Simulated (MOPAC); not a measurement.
MOPAC input (PM3):

```
PM3 1SCF UHF MS=0.5 GEO-OK AUX(PRECISION=9) THREADS=1
C3H7O

O     0.05230881 1   -0.67057054 1    0.10712734 1
C    -0.06030901 1    0.67760296 1   -0.04419087 1
C     1.37272476 1   -1.17986554 1    0.01616680 1
C    -1.44671800 1    1.19660655 1   -0.00721166 1
H     0.71276390 1    1.16106688 1   -0.63684807 1
H     1.30577715 1   -2.26075463 1    0.11899958 1
H     1.81883767 1   -0.93384930 1   -0.95344006 1
H     2.00154543 1   -0.77313859 1    0.81351599 1
H    -2.04587074 1    0.85259076 1   -0.86374707 1
H    -1.96391863 1    0.86558883 1    0.89724905 1
H    -1.44179168 1    2.28699647 1   -0.02133387 1
```

Question: What heat of formation does the run end on, and which ionisation energy by Koopmans theorem?

Answer: -28.72 kcal/mol; 8.64 eV.
